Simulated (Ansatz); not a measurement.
in.yaml

```yaml
crystal:
  periodic: [false, false, false]
  atoms:
    - {symbol: O, position_ang: [-1.075191, -0.027457, 0.000000]}
    - {symbol: H, position_ang: [-1.324500, 0.899119, 0.000000]}
    - {symbol: H, position_ang: [0.044809, -0.027457, 0.000000]}
    - {symbol: O, position_ang: [1.155809, -0.027457, 0.000000]}
basis:
  gaussian: {orbitals: 6-31G}
magnetization: {spin_polarized: false, initial_magnetization: 2}
correlation: {method: fic_mrcisd_q, electrons: outside_noble_gas, active_space: {window: {electrons: 2, orbitals: 4}}}
```

```sh
$ ansatz run in.yaml --threads 1 --pin off --events-out ev --progress --plain --max-ram 2393MiB
```

Log:

```
214 factors; integrals over basis functions are off by at most 3.2e-4 eV
mean field evaluation 1: about -4098.2690 eV, gradient 2.0e1 eV
mean field evaluation 2: about -4098.2719 eV, gradient 2.0e1 eV
mean field evaluation 4: about -4100.0213 eV, gradient 2.7e0 eV
mean field evaluation 8: about -4100.0620 eV, gradient 5.6e-1 eV
mean field evaluation 16: about -4100.0775 eV, gradient 1.5e-5 eV
mean field evaluation 32: about -4099.5390 eV, gradient 8.9e-2 eV
mean field evaluation 64: about -4100.0774 eV, gradient 2.3e-2 eV
mean field evaluation 96: about -4100.0672 eV, gradient 2.8e-1 eV
mean field evaluation 128: about -4099.9726 eV, gradient 9.6e-1 eV
mean field evaluation 160: about -4099.9073 eV, gradient 5.2e-1 eV
mean field evaluation 192: about -4100.0718 eV, gradient 2.2e-1 eV
mean field evaluation 224: about -4099.9171 eV, gradient 7.3e-2 eV
mean field -4100.07745065 eV, -150.6750671792 hartree, gradient 2.5e-6 eV, S^2 2.000000; 17 other end points of the search recorded, 0 dependent functions left out
reference -4100.07745065 eV, -150.6750671792 hartree; 10, 8 occupied and 12, 14 virtual orbitals, 214 factors
state -4100.18663324 eV, -150.6790795652 hartree
contracted CI cycle   1: correlation 0.00000000 eV, 0.0000000000 hartree, residual 2.29e1 eV
contracted CI cycle   2: correlation -5.41542971 eV, -0.1990133711 hartree, residual 3.93e0 eV
contracted CI cycle   3: correlation -5.65093045 eV, -0.2076678638 hartree, residual 1.15e0 eV
contracted CI cycle   4: correlation -5.67219800 eV, -0.2084494316 hartree, residual 3.93e-1 eV
contracted CI cycle   5: correlation -5.67589417 eV, -0.2085852635 hartree, residual 1.85e-1 eV
contracted CI cycle   6: correlation -5.67658712 eV, -0.2086107290 hartree, residual 8.43e-2 eV
contracted CI cycle   7: correlation -5.67671950 eV, -0.2086155938 hartree, residual 3.00e-2 eV
contracted CI cycle   8: correlation -5.67673986 eV, -0.2086163421 hartree, residual 1.45e-2 eV
contracted CI cycle   9: correlation -5.67674449 eV, -0.2086165123 hartree, residual 6.85e-3 eV
contracted CI cycle  10: correlation -5.67674567 eV, -0.2086165557 hartree, residual 3.36e-3 eV
contracted CI cycle  11: correlation -5.67674591 eV, -0.2086165645 hartree, residual 1.52e-3 eV
contracted CI cycle  12: correlation -5.67674597 eV, -0.2086165666 hartree, residual 8.46e-4 eV
state -4100.18663324 eV, -150.6790795652 hartree; corrected -4106.32312039 eV, -150.9045913087 hartree
Total energy: -4106.32312039 eV, -150.9045913087 hartree
```

Natural occupations: 0.9983 0.9983 0.0017 0.0017.

Ran on 1 thread of Arm Neoverse V1, shared host: 1.6 s wall, 0.16 GiB peak host memory.
